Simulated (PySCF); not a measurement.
**Carbon: a sound run and one with changed settings**

Sound run: C [He] 2s2 2p2, C⁺ [He] 2s2 2p1. All numbers are calculated (PySCF 2.14, the spin-free X2C one-electron Hamiltonian (Gaussian nucleus), in x2c-SVPall). In the sound run the correlated levels freeze 1s2. The sound run starts from symmetry-adapted Hartree-Fock orbitals and uses a fine grid where one is needed.

Changed run: basis STO-3G, all-electron and non-relativistic. This setting is unsound on purpose.

| species | method | sound run (hartree) | changed run (hartree) | converged |
| --- | --- | --- | --- | --- |
| C | UHF | -37.66002 | -37.19839 | yes |
| C | B3LYP | -37.82927 | -37.35239 | yes |
| C | PBE0 | -37.77579 | -37.30346 | yes |
| C | MP2 | -37.71013 | -37.20823 | yes |
| C | CCSD(T) | -37.73021 | -37.21862 | yes |
| C⁺ | UHF | -37.25916 | -36.87037 | yes |
| C⁺ | B3LYP | -37.40326 | -36.99902 | yes |
| C⁺ | PBE0 | -37.35032 | -36.95048 | yes |
| C⁺ | MP2 | -37.30096 | -36.89090 | yes |
| C⁺ | CCSD(T) | -37.32654 | -36.91145 | yes |

Ionisation energy of C:

```json
{"method": "UHF", "sound run (eV)": "10.908", "changed run (eV)": "8.926"}
{"method": "B3LYP", "sound run (eV)": "11.592", "changed run (eV)": "9.616"}
{"method": "PBE0", "sound run (eV)": "11.578", "changed run (eV)": "9.605"}
{"method": "MP2", "sound run (eV)": "11.134", "changed run (eV)": "8.635"}
{"method": "SCS-MP2", "sound run (eV)": "11.023", "changed run (eV)": "8.577"}
{"method": "CCSD", "sound run (eV)": "10.977", "changed run (eV)": "8.359"}
{"method": "CCSD(T)", "sound run (eV)": "10.985", "changed run (eV)": "8.359"}
```

A minimal basis cannot let orbitals breathe on ionisation and holds almost no correlation. The Hamiltonian changed with the basis, so the totals do not compare.

For comparison, NIST gives 11.260 eV between the lowest levels.
